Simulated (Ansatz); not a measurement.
Wavefunction ladder for `[NH2][AlH][OH]`

```xyz
7

N    -0.373   -1.267   -0.207
Al    0.429    0.277    0.062
O    -0.569    1.642    0.218
H    -1.369   -1.397   -0.275
H     0.107   -2.144   -0.315
H     2.004    0.366    0.152
H    -0.230    2.522    0.366
```

Charge 0, multiplicity 1. Geometry: relaxed with PBE0-D4/def2-TZVP. It is one conformer, not always the lowest. Frozen core, restricted reference, Ansatz. CBS rows extrapolate triple and quadruple zeta.

| basis | HF (Eh) | MP2 corr. |
| --- | --- | --- |
| def2-SVP | -373.46831 | -0.42676 |
| def2-TZVPP | -373.72477 | -0.54184 |
| def2-QZVPP | -373.73924 | -0.58395 |
| cc-pV(D+d)Z | -373.65885 | -0.42937 |
| cc-pV(T+d)Z | -373.72201 | -0.54371 |
| cc-pV(Q+d)Z | -373.73682 | -0.58475 |

Q: Estimate the CCSD correlation energy and the (T) correction in each basis where they were run (hartree).

A: 
```json
{"basis": "def2-SVP", "CCSD corr.": "-0.45145", "(T)": "-0.00933"}
{"basis": "def2-TZVPP", "CCSD corr.": "-0.56044", "(T)": "-0.01898"}
{"basis": "def2-QZVPP", "CCSD corr.": "-0.59633", "(T)": "-0.02189"}
{"basis": "CBS(def2)", "CCSD corr.": "-0.62291", "(T)": "-0.02405"}
{"basis": "cc-pV(D+d)Z", "CCSD corr.": "-0.45413", "(T)": "-0.00956"}
{"basis": "cc-pV(T+d)Z", "CCSD corr.": "-0.56188", "(T)": "-0.01914"}
{"basis": "cc-pV(Q+d)Z", "CCSD corr.": "-0.59719", "(T)": "-0.02185"}
{"basis": "CBS(cc)", "CCSD corr.": "-0.62233", "(T)": "-0.02377"}
```
